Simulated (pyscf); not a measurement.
`[OH][SiH]([F])[F]` + `[FH]` → `[F][SiH]([F])[F]` + `[OH2]` (four-centre exchange; singlet surface; O–Si, F–H broken, F–Si, H–O formed). Single points on ωB97X-D3(BJ)/def2-SVP structures (PySCF, gas phase). Correlated levels are frozen-core, on RHF or UHF. ΔMP2 is the change of the MP2 total energy from the triple- to the quadruple-zeta basis. Rate constants from transition-state theory, CCSD(T)/def2-TZVPP + ΔMP2(QZVPP) energies (ideal gas, 1 atm, RRHO with modes under 100 cm⁻¹ raised to 100, one conformer, R ln 2 for rigid chiral ones; no tunnelling), k in cm³ molecule⁻¹ s⁻¹.

| T (K) | 1000/T | log10 k |
|---|---|---|
| 298 | 3.354 | -26.83 |
| 600 | 1.667 | -20.20 |
| 900 | 1.111 | ? |
| 1200 | 0.833 | -16.63 |

Q: Fit an Arrhenius line to the three values, give the activation energy, and predict k at 900 K.

A: Least squares gives log10 k = -13.36 − 4.03 × 1000/T, so Ea = 4.03 × ln 10 × 1.987 = 18.4 kcal/mol, against an electronic barrier of 17.3. At 900 K the line gives -17.84; the computed value is -17.88 (ΔG‡ = 50.4 kcal/mol), close to the line. On the reactant side the descent ends in a complex, 5.2 kcal/mol under the separated species and 19.4 kcal/mol under the saddle at ωB97X-D3(BJ)/def2-TZVP. At ωB97X-D3(BJ) the barrier from the zero used here is 14.2 kcal/mol. One saddle was located; it need not be the lowest between these sides. The CCSD(T) − MP2 part came from Ansatz, without density fitting, on the same reference.
